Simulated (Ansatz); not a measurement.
# N4O2: the cost of one run

Program: Ansatz 0.2.0. Level of theory: the levels named in each step. These are calculated values, not measurements.

## (1) Starting point

Bond lengths: N1–N2 1.106 Å, N2–O3 1.149 Å, N4–N5 1.105 Å, N5–O6 1.151 Å. Angles: N1–N2–O3 179.9°, N4–N5–O6 179.0°.

Coordinates:

```xyz
6

N     0.5876   -0.1979    0.6426
N     1.4017    0.0789    1.3382
O     2.2473    0.3651    2.0610
N    -1.8008   -1.2084   -1.2806
N    -1.4652   -0.1591   -1.3686
O    -1.1295    0.9362   -1.4758
```

## (2) A rough first relaxation, PBE-D4/def2-SVP

This run stands in another session on the same molecule. It ended at:

```xyz
6

N     0.6053   -0.4888    0.7838
N     1.4249    0.0555    1.3713
O     2.2742    0.6162    1.9815
N    -1.9381   -1.1910   -1.4267
N    -1.4932   -0.1358   -1.4067
O    -1.0320    0.9587   -1.3864
```

## (3) Relaxation, B2PLYP/def2-TZVPP

Contents of input.yaml:

```yaml
crystal:
  periodic: [false, false, false]
  atoms:
    - { symbol: "N", position_ang: [0.60528186, -0.48875813, 0.78378333] }
    - { symbol: "N", position_ang: [1.4248704, 0.05554736, 1.37126379] }
    - { symbol: O, position_ang: [2.27421518, 0.61616235, 1.98146639] }
    - { symbol: "N", position_ang: [-1.93813498, -1.19095789, -1.42667332] }
    - { symbol: "N", position_ang: [-1.49319707, -0.13580603, -1.40672978] }
    - { symbol: O, position_ang: [-1.03204538, 0.95869233, -1.38636042] }
basis:
  gaussian: { orbitals: def2-TZVPP }
hamiltonian:
  xc: { name: B2PLYP }
relax:
  f_tol: 0.002
  max_steps: 150
```

Command:

```
ansatz run input.yaml --threads 4 --pin off --max-ram 10240MiB --backend cpu --events-out ev --progress --plain --runs-dir out
```

Q: Estimate wall time and peak memory on 4 threads of Arm Neoverse V2, shared host.

About 3 min, with a peak of 0.65 GiB.
